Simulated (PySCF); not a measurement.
Compound: vinylcyanoacetylene, C₅H₃N.
Atom-mapped SMILES: `[CH2:1]=[CH:2][C:3]#[C:4][C:5]#[N:6]` (hydrogens: H7, H8 on C1; H9 on C2)

Structure used (PBE0-D3(BJ)/def2-SVP), in Å, numbered top down from 1:
```xyz
9
C5H3N angstrom
C     -1.6103   -1.0007   -0.5726
C     -0.4853   -1.0416    0.1580
C      0.4080    0.0509    0.2879
C      1.1881    0.9807    0.4096
C      2.0654    2.0270    0.5445
N      2.8104    2.9137    0.6588
H     -1.9031   -0.1005   -1.1184
H     -2.2628   -1.8740   -0.6381
H     -0.2104   -1.9554    0.6977
```

Jobs on this species (9 atoms, 40 electrons) with PySCF (density fitting). Hardware of each: one thread of an Arm Neoverse V2, shared host. The host was shared with other jobs, so the times are rough. Peak memory is the resident size of the whole Python process, interpreter and libraries included.

```json
{"level and settings": "PBE0-D3(BJ)/def2-SVP, grid level 1", "work": "geometry optimisation from an MMFF94s start shaken at random", "basis functions": "99", "SCF cycles": "?", "wall time": "?", "peak memory": "?"}
{"level and settings": "PBE/pcSseg-2", "work": "shieldings", "basis functions": "258", "SCF cycles": "17", "wall time": "32 s", "peak memory": "0.75 GiB"}
{"level and settings": "PBE0-D3(BJ)/def2-SVP, grid level 1", "work": "geometry optimisation from an MMFF94s start", "basis functions": "99", "SCF cycles": "54", "wall time": "20 s", "peak memory": "0.39 GiB"}
{"level and settings": "PBE0/def2-SVPD", "work": "10 singlets by full TDDFT, 4 Tamm–Dancoff triplets, polarisability, ΔSCF ions, density and orbital grids written", "basis functions": "144", "SCF cycles": "14", "wall time": "51 s", "peak memory": "0.63 GiB"}
{"level and settings": "B3LYP/pcJ-1", "work": "spin–spin couplings from 9 perturbed nuclei", "basis functions": "192", "SCF cycles": "14", "wall time": "32 s", "peak memory": "0.78 GiB"}
{"level and settings": "PBE0/pcSseg-1", "work": "shieldings, charges and field gradients, density and orbital grids written", "basis functions": "117", "SCF cycles": "14", "wall time": "9.9 s", "peak memory": "0.53 GiB"}
{"level and settings": "delta-SCF UKS SCAN, pcX-2 on the ionised atom, pcseg-1 elsewhere, spin-free X2C", "work": "ΔSCF core ionisation, 6 holes", "basis functions": "130", "SCF cycles": "148", "wall time": "42 s", "peak memory": "0.43 GiB"}
```

Problem. Fill in the missing figures.

Solution. 
- PBE0-D3(BJ)/def2-SVP, grid level 1; geometry optimisation from an MMFF94s start shaken at random: 20 s, 0.38 GiB, 63 SCF cycles

Problem. What do all jobs in the table cost together?

Solution. About 3.4 min; the longest takes about 25 % of that, and about 5.2 times as long as the shortest.
